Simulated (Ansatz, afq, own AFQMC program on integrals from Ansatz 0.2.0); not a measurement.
AFQMC on a folder of integrals that Ansatz 0.2.0 wrote.

```yaml
crystal:
  periodic: [false, false, false]
  atoms:
    - {symbol: Al, position_ang: [0.000000, 0.098057, 0.000000]}
    - {symbol: H, position_ang: [0.000000, 0.388128, -2.661857]}
    - {symbol: H, position_ang: [0.000000, 0.388140, 2.661855]}
    - {symbol: H, position_ang: [0.000000, -3.401162, 0.000008]}
basis:
  gaussian: {orbitals: cc-pVDZ}
total_charge: 1
magnetization: {spin_polarized: false, initial_magnetization: 1}
correlation: {method: ccsd_t, electrons: outside_noble_gas, hamiltonian_folder: ham}
```

```sh
$ ansatz run in.yaml --threads 1 --pin off --events-out ev --progress --plain --max-ram 24576MiB --backend cuda --devices 0, --max-vram 18GiB
```

Options of the walk:

```
--method phaseless --trial cisd --walkers 4000 --populations 20 --least-time 60 --time-step 0.005 --steps-per-block 50 --equilibration-blocks 40 --max-blocks 4000 --target-error 0.00027 --factor-cut 1e-05 --start spin_pure --seed 4365 --release-times 0.24,0.51,0.99,1.62,2.4 --release-step 0.03 --release-every 3 --taylor-order 6
```

Times are imaginary, in 1/Eh. The walk had a cap of 122 s. With eight or more populations the least sampling time is a fifth of least-time, and the error comes from their spread.

```
orbitals 28  electrons 3 2  factors 166 of 308
reference energy -242.97605510 Eh
CCSD correlation -0.23265916 Eh in 69 cycles, weight of the determinant in the CISD state 0.5735
energy of the start -243.208697 Eh
 block  time / (1/Eh)  mean weight  energy / Eh
     1     0.250  0.9998  -243.206302
     2     0.500  0.9999  -243.205272
     3     0.750  1.0000  -243.204998
     4     1.000  0.9999  -243.205067
     5     1.250  0.9997  -243.205245
     7     1.750  1.0000  -243.206265
     9     2.250  1.0000  -243.207261
    11     2.750  1.0001  -243.207770
    15     3.750  1.0002  -243.209517
    19     4.750  1.0001  -243.209659
    23     5.750  0.9998  -243.210664
    27     6.750  0.9999  -243.210779
    31     7.750  1.0001  -243.211046
    35     8.750  1.0001  -243.211409
    39     9.750  1.0002  -243.211356
    43    10.750  1.0002  -243.210439
    47    11.750  1.0001  -243.210876
    51    12.750  1.0000  -243.210748
    55    13.750  1.0001  -243.209402
    59    14.750  1.0001  -243.210476
    63    15.750  1.0001  -243.211040
    67    16.750  1.0000  -243.212611
    71    17.750  0.9999  -243.209567
    75    18.750  1.0000  -243.210156
    79    19.750  1.0000  -243.210779
    83    20.750  1.0000  -243.211362
    87    21.750  1.0000  -243.209902
    91    22.750  1.0000  -243.209130
    95    23.750  1.0001  -243.209124
    97    24.250  0.9999  -243.208681
    99    24.750  1.0001  -243.209065
error from the spread of 20 populations
released: time / (1/Eh)  energy / Eh  error  mean overlap
  0.24  -243.210539  0.000206  0.9998
  0.51  -243.211000  0.000332  1.0004
  0.99  -243.210919  0.000167  1.0007
  1.62  -243.210968  0.000137  1.0013
  2.40  -243.211083  0.000169  1.0007
energy -243.210361 +/- 0.000253 Eh
(rows thinned)
```

Question: Estimate how long the walk took on 1 × NVIDIA H100 80GB HBM3 with 2 threads of AMD EPYC 7R13 Processor (Zen 3), on a shared host (the card was shared).

Answer: 37 s of wall time.

The run passed its tests (sampling time, drift between the halves within three errors, error under three times the target), which doesn't prove that it has relaxed. The second half of the sampling lies above the first by 1.6 errors of their difference, so the energy may still be moving and its error bar be too small.

Against this walk (error 6.9 meV) on the same determinant: CCSD(T) 70.6 meV lower, CCSDT(Q) 53.8 meV lower, CCSDTQ 56.4 meV lower, full CI 56.3 meV lower. The error is statistical and leaves out the bias of the constraint. Released to 2.40 1/Eh the energy lies 20 ± 8 meV (both errors) below the phaseless value, which shows part or all of the bias of the constraint, and full CI lies 36.7 meV below the released value. Full CI is exact here, so the walk's 56 meV above it is the walk's own error: the bias of the constraint with this trial, or a walk that hasn't relaxed. The determinant is a poor start (see the cautions), so the low cluster orders aren't to be relied on, and full CI is the sure value.

Cautions: constraint bias not in the error; a spin-contaminated unrestricted determinant lies lower (UHF 5.24 eV lower, ⟨S²⟩ 1.79); the search met a lower determinant of the same kind, perhaps of another symmetry (1.97 eV lower); strong correlation (T1 0.097, weight of the determinant 0.57, largest double 0.71); the CCSD(T) amplitudes may be one of several solutions (largest double 0.71); the CCSDT(Q) amplitudes may be one of several solutions (largest double 0.76); the CCSDTQ amplitudes may be one of several solutions (largest double 0.76); the released energy hasn't reached full CI (37 meV above it at 2.40 1/Eh).

CCSDT and higher add their correlation energy to the determinant of the CCSD(T) run, since their own runs factorise the integrals more tightly (a shift of under 2 meV).
